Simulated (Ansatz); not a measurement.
**AlCF (quintet): from Hartree-Fock to the top rungs, def2-QZVPP**

An exercise on one series of results from a longer session: the logs are not shown, and one member is left open.

Method: def2-QZVPP, core rule «outside noble gas», up to 7 orbitals frozen; program: Ansatz 0.2.0, Gaussian basis.

Plan: UHF; ROHF; CCSD(T) on UHF.

2 further runs of the same task are left out: 2 set aside as unsound or not needed.

## The geometry

The geometry is a PBE0/def2-TZVP stationary point (not a proven minimum) of the parent state, kept for this charge and spin.

3 atoms, charge 0, spin multiplicity 5.

Atoms are counted from 1 here; the program's logs count them from 0.

Bond lengths: C1–Al2 1.940 Å, Al2–F3 1.645 Å. Angles: C1–Al2–F3 180.0°.

The first run:

File in.yaml:

```yaml
crystal:
  periodic: [false, false, false]
  atoms:
    - {symbol: C, position_ang: [0.000000, 0.000000, 1.841767]}
    - {symbol: Al, position_ang: [0.000000, 0.000000, -0.098433]}
    - {symbol: F, position_ang: [0.000000, 0.000000, -1.743333]}
basis:
  gaussian: {orbitals: "def2-QZVPP.json"}
magnetization: {spin_polarized: true, initial_magnetization: 4}
hamiltonian: {xc: hf}
output: {orbitals: {seedname: orbitals}}
```

Run with:

```bash
$ ansatz run in.yaml --threads 1 --pin off --events-out ev --progress --plain --max-ram 2393MiB
```

Steps of the session up to this table: UHF; ROHF; CCSD(T) on UHF.

One of the session's tables, all rows but one given; the rest of the session is left out.

| method | from UCCSD(T) (kcal/mol) |
| --- | --- |
| ROHF | +281.49 |
| UHF | +279.74 |
| UMP2 | ? |
| UCCSD | +10.24 |
| UCCSD(T) | 0 |

Estimate the missing values for UMP2.

The run gave: from UCCSD(T) (kcal/mol): +18.46. In the column «from UCCSD(T) (kcal/mol)» it lies between UCCSD (+10.24) and UHF (+279.74).
